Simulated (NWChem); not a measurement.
A series in which one site is exchanged, each optimised at PBE0/def2-SVP with NWChem, gas phase unless a solvent is named. Pople sets run with spherical d functions. This build's default masses of Se (78.918 u) and Br (79.917 u) are each other's, which moves their modes by up to 0.6 %. Shieldings are non-relativistic GIAO values without spin-orbit effects.

A: ClB(Cl)Cl (BCl₃; site = Cl)
B: ClBCl (BHCl₂; site = H)
C: ClB(Cl)F (BCl$_{2}$F; site = F)
D: ClB(Cl)Br (BBrCl₂; site = Br)

Values for A:

- vertical ionisation energy, ΔSCF, PBE/def2-SVP (eV) = 10.72
- lowest singlet excitation, PBE0/def2-SVPD, TDA (eV) = 5.67
- 11B shift against boron trifluoride, B3LYP/6-31G* (ppm) = 42.9

Question: How do these values change for the other members?

Answer: 
```json
[
 {"change from A": "vertical ionisation energy, ΔSCF, PBE/def2-SVP (eV)", "B": "+0.44", "C": "+0.63", "D": "-0.38"},
 {"change from A": "lowest singlet excitation, PBE0/def2-SVPD, TDA (eV)", "B": "+0.07", "C": "+0.92", "D": "-0.49"},
 {"change from A": "11B shift against boron trifluoride, B3LYP/6-31G* (ppm)", "B": "+6.6", "C": "-15.9", "D": "+5.7"}
]
```
